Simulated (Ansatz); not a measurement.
Antifluorite Mg2Ge, treated with PBEsol (PAW; Ansatz, an electronic-structure program).

Settings: plane-wave cutoff 520 eV, 20×20×20 k mesh, scalar-relativistic PAW data made under PBE.

Cell (relaxed at this level):

```cif
data_Ge4Mg8
_chemical_formula_sum 'Mg8 Ge4'
_space_group_name_H-M_alt 'Fm-3m'
_space_group_IT_number 225
_space_group_name_Hall '-F 4 2 3'
_cell_length_a 6.36442
_cell_length_b 6.36442
_cell_length_c 6.36442
_cell_angle_alpha 90.000
_cell_angle_beta 90.000
_cell_angle_gamma 90.000
loop_
_atom_site_label
_atom_site_type_symbol
_atom_site_symmetry_multiplicity
_atom_site_Wyckoff_symbol
_atom_site_fract_x
_atom_site_fract_y
_atom_site_fract_z
_atom_site_occupancy
Mg1 Mg 8 c 0.25000 0.25000 0.25000 1
Ge1 Ge 4 a 0.00000 0.00000 0.00000 1
```
(The calculation used a cell of 3 atoms; values per cell refer to that cell.)

### Question
Give the computed elastic constant C11, Voigt–Reuss–Hill shear modulus (Hill average), Young modulus, elastic constant C12 and elastic constant C44.

### Answer

elastic constant C11: 113 GPa
Voigt–Reuss–Hill shear modulus (Hill average): 44.6 GPa
Young modulus: 104 GPa
elastic constant C12: 22.3 GPa
elastic constant C44: 44.0 GPa

Elastic constants are with the ions relaxed.

Static lattice: no zero-point or thermal effects.

Computing time: about 11 core-minutes (a rough figure).
